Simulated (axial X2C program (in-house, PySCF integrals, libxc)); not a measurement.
**Potential curves of NO, with spin–orbit coupling**

All values were computed with an in-house relativistic program for diatomic molecules. Two-component (2c) means X2C with spin–orbit coupling and atomic mean-field two-electron Coulomb and Gaunt terms. Basis: O dyall-av3z [7s6p3d2f], N dyall-av3z [7s7p3d2f] (cores contracted in-house); Gaussian nuclei, density fitting, unrestricted open shells. Masses: O 15.995 u, N 14.003 u.

State: Ω = 1/2 (⟨Sz⟩ = -0.50, ⟨Lz⟩ = 1.00 at HF). Energies in eV from the fragments at the same level (O + N). Fits are polynomials in 1 − R0/R over 0.85 to 1.23 times the lowest point R0.

```tsv
R (Å)	CCSD	PBE0	BHandHLYP
0.9927		-4.8278	-4.1368
1.0383	-5.1030	-5.8430	-5.0865
1.0725	-5.5755	-6.2873	-5.4815
1.1068	-5.8362	-6.5212	-5.6660
1.1410	-5.9274	-6.5875	-5.6832
1.1809	-5.8600	-6.5014	-5.5406
1.2209	-5.6426	-6.2815	-5.2651
1.2722	-5.2221	-5.8605	-4.7765
1.3350		-5.2089	-4.0690
1.4263		-4.1501	-3.1053
```

Correlated methods: 11 electrons correlated (number of frozen shells: O 1 s; N 1 s), 197 virtual spin orbitals or spinors in MP2, 90 natural virtuals in coupled cluster.

The state is one determinant whose occupation by symmetry is held fixed; it was picked as the lowest of a PBE0 search that is not exhaustive. Dissociation energies refer to the lowest single-determinant-based atoms at the same level and basis. Density functionals use the spin component along the axis (collinear). CCSD ran in a truncated set of natural virtual spinors with an MP2 remainder; without triples it tends to underbind. In 2c an atomic determinant is not the ground J level, so De misses part of the atomic spin–orbit lowering. This holds for PBE0, BHandHLYP. Without a current term, density functionals place determinants with orbital angular momentum somewhat too high. The determinant is spin-polarised beyond a pure state at some levels (its spin-free form has ⟨S²⟩ too high), which makes Re and μ there less reliable. Coupled cluster ran on the points near the minimum only. MP2 and coupled cluster on one determinant become unreliable at the stretched end.

Q: What are Re, ωe and De at the CCSD level?

A: At CCSD, 2c: Re = 1.145 Å, ωe ≈ 2060 cm⁻¹, De = 5.93 eV to O + N; Be follows as 1.72 cm⁻¹.

Q: What are Re, ωe and De at the PBE0 level?

A: At PBE0, 2c: Re = 1.140 Å, ωe ≈ 2020 cm⁻¹, De = 6.59 eV to O + N; Be follows as 1.74 cm⁻¹.

Q: Fit the BHandHLYP curve near its minimum: give the equilibrium distance, the harmonic wavenumber and the well depth.

A: At BHandHLYP, 2c: Re = 1.128 Å, ωe ≈ 2110 cm⁻¹, De = 5.69 eV to O + N; Be follows as 1.78 cm⁻¹.
